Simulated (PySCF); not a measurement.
## Optical rotation: SMILES NC[C@@H]1C[C@@H]1F, C$_{4}$H$_{8}$FN

Geometry (Å), atoms numbered from 1 in this order:
```xyz
14

N     1.3511   -0.9177    1.4273
C     0.4237   -1.0733    0.3217
C     0.2279    0.1850   -0.5092
C    -0.7182    1.2492   -0.0146
C    -1.0676    0.4334   -1.2158
F    -2.0641   -0.4903   -1.0928
H     1.0303   -0.1864    2.0534
H     2.2676   -0.6472    1.0858
H     0.7997   -1.8772   -0.3181
H    -0.5377   -1.3909    0.7329
H     1.1231    0.5194   -1.0228
H    -1.2666    1.0360    0.8908
H    -0.4760    2.2913   -0.1532
H    -1.0938    0.8681   -2.2076
```

Theory: TDDFT CAM-B3LYP/def2-SVPD circular dichroism and optical rotation, one conformer, gas phase in PySCF 2.14.0. Geometry: GFN2-xTB.

The molecule is flexible and this is one conformer; a measurement averages over conformers. States above about 8.4 eV (minus the energy of the highest occupied orbital) lie near or above the ionisation threshold and depend on the basis. Singlets 12 and 13 lie within 0.01 eV of each other, so their separate moments and overlaps can depend on how they mix.

Stereocentres: C3 S, C5 S.

Q: What is the specific rotation at 633, 589.3, 546, 436, 405, 365, 355 nm?

A: [α] in deg dm⁻¹ (g/mL)⁻¹:
| λ (nm) | origin-invariant length gauge | modified velocity gauge | length gauge (centre of mass) | isotropic polarisability (au) |
| --- | --- | --- | --- | --- |
| 633 | -108.1 | -97.0 | -108.7 | 56.8 |
| 589.3 | -125.6 | -112.5 | -126.3 | 57.0 |
| 546 | -147.6 | -131.9 | -148.5 | 57.2 |
| 436 | -239.1 | -211.9 | -240.8 | 58.0 |
| 405 | -280.8 | -247.7 | -282.9 | 58.4 |
| 365 | -352.8 | -308.4 | -355.6 | 59.1 |
| 355 | -375.1 | -326.9 | -378.1 | 59.3 |

Q: And for the mirror image at 589.3 nm?

A: +125.6 deg dm⁻¹ (g/mL)⁻¹ (origin-invariant length gauge): the same size and the opposite sign.

Q: What is the molar rotation [Φ] = [α]·M/100 of the geometry above at 589.3 nm?

A: With M = 89.11 g/mol, -112.0 deg cm² dmol⁻¹ (origin-invariant length gauge).

The first excitation lies at 6.37 eV (195 nm) with R = +9.0 × 10⁻⁴⁰ esu² cm² (velocity form).
